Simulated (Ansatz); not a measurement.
HB–Ga–Cl, triplet in cc-pVDZ: errors against UCCSDT(Q)

Geometry: displaced at random from a stationary point.

```yaml
atoms:
  - { symbol: B, position_ang: [0.1250, -0.3398, 2.2883] }
  - { symbol: Ga, position_ang: [-0.0398, 0.1095, 0.4429] }
  - { symbol: Cl, position_ang: [0.0368, -0.1102, -1.6665] }
  - { symbol: H, position_ang: [0.1199, -0.0526, 3.4351] }
```

Basis cc-pVDZ; Ansatz 0.2.0. Correlated methods freeze the noble-gas cores and the filled d shells of p-block atoms, which leaves 14 electrons in 44 orbitals. Prefix R: restricted or restricted open-shell reference; prefix U: unrestricted. No spin–orbit coupling is included, and no scalar relativity.

Full CI isn't at hand for all of this; UCCSDT(Q) serves as the reference, and is uncertain by the last step of the cluster series or more.

The UHF ⟨S²⟩ is 2.025. The T1 diagnostic (RCCSD) is 0.0180 and the largest doubles amplitude (RCCSD) is 0.065. The T1 diagnostic (UCCSD) is 0.0172.

Problem. From what is known of these methods and the diagnostics, rank them by the size of their error in total energy against UCCSDT(Q) in cc-pVDZ, smallest first (an estimate: the text doesn't fix the numbers).
A. UCCSD
B. UCCSD(T)
C. UMP2
D. UCCSDT
E. UHF

Solution. D (0.43 kcal/mol), B (1.28 kcal/mol), A (6.21 kcal/mol), C (27.31 kcal/mol), E (178.37 kcal/mol).

All errors are against UCCSDT(Q) in cc-pVDZ. Within each family the higher level lies nearer, as is usual though not guaranteed.
